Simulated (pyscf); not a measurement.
Addition across a multiple bond or ene-type step: HN=SiH–Cl (SMILES N=[SiH]Cl) + SiH₄ (SMILES [SiH4]) -> H₃Si–NH–SiH₂–Cl (SMILES [SiH3]N[SiH2]Cl)

Gas phase, singlet surface, charge 0. Bonds broken: Si6–H7. Bonds formed: N1–Si6, Si2–H7. PySCF, gas phase, ωB97X-D3(BJ)/def2-SVP geometries. Correlated levels are frozen-core, on RHF or UHF. ΔMP2 is the change of the MP2 total energy from the triple- to the quadruple-zeta basis.

Transition state (Å):

```xyz
10

N     -2.3101     0.1220     0.3481
Si    -1.0991    -0.8741     0.6725
Cl    -0.6248    -2.6190    -0.3040
H     -3.1189    -0.0129    -0.2454
H     -0.3985    -0.9003     1.9700
Si    -0.4733     1.3982    -0.6766
H      0.2114     0.1259    -0.0603
H     -1.2631     1.0744    -1.8858
H     -0.9074     2.3834     0.3357
H      0.8334     1.9413    -1.2045
```

One imaginary mode, 300i cm⁻¹; descent along it reached the two sides named, in the forms told below.

```json
[
 {"bond": "Si6–H7", "change": "breaks", "reactant side (Å)": "1.500", "saddle": "1.571", "product side": "3.4"},
 {"bond": "N1–Si6", "change": "forms", "reactant side (Å)": "3.3", "saddle": "2.460", "product side": "1.749"},
 {"bond": "Si2–H7", "change": "forms", "reactant side (Å)": "2.542", "saddle": "1.804", "product side": "1.482"}
]
```

Electronic energies relative to the separated reactants (kJ/mol):

| level | barrier | reaction energy | reverse barrier |
|---|---|---|---|
| ωB97X-D3(BJ)/def2-TZVP | -0.2 | -292.3 | 292.1 |
| PBE/def2-TZVP | 16.7 | -243.6 | 260.3 |
| r²SCAN/def2-TZVP | 10.3 | -267.6 | 277.9 |
| B3LYP-D3(BJ)/def2-TZVP | 19.0 | -266.9 | 285.8 |
| PBE0-D3(BJ)/def2-TZVP | 1.0 | -280.3 | 281.3 |
| M06-2X/def2-TZVP | 7.7 | -289.6 | 297.3 |
| ωB97M-D3(BJ)/def2-TZVP | 12.4 | -275.4 | 287.8 |
| HF/def2-TZVP | 50.8 | -294.8 | 345.6 |
| MP2/def2-QZVPP | 13.9 | -278.2 | 292.2 |
| CCSD/def2-TZVPP | 25.7 | -277.8 | 303.5 |
| CCSD(T)/def2-TZVPP | 22.9 | -270.7 | 293.6 |
| CCSD(T)/def2-TZVPP + ΔMP2(QZVPP) | 19.7 | -273.4 | 293.1 |

With CCSD(T)/def2-TZVPP + ΔMP2(QZVPP) energies and thermal terms (ideal gas, 1 atm, RRHO with modes under 100 cm⁻¹ raised to 100, one conformer, R ln 2 for chiral ones without a mode under 150 cm⁻¹), in kJ/mol:

| T (K) | ΔH‡ | ΔG‡ | ΔH | ΔG |
|---|---|---|---|---|
| 298 | 23.9 | 67.9 | -261.6 | -219.4 |
| 600 | 25.0 | 112.0 | -259.8 | -177.1 |
| 900 | 27.1 | 155.1 | -256.1 | -136.5 |
| 1200 | 29.5 | 197.5 | -251.8 | -97.2 |

On the reactant side the descent ends in a complex, 18.0 kJ/mol under the separated species and 17.8 kJ/mol under the saddle at ωB97X-D3(BJ)/def2-TZVP. HN=SiH–Cl lies 110.3 kJ/mol over its isomer H₂N–Si:–Cl [singlet] (electronic energy, ωB97M-D3(BJ)/def2-TZVP). One saddle was located; it need not be the lowest between these sides. The CCSD(T) − MP2 part came from Ansatz, without density fitting, on the same reference.
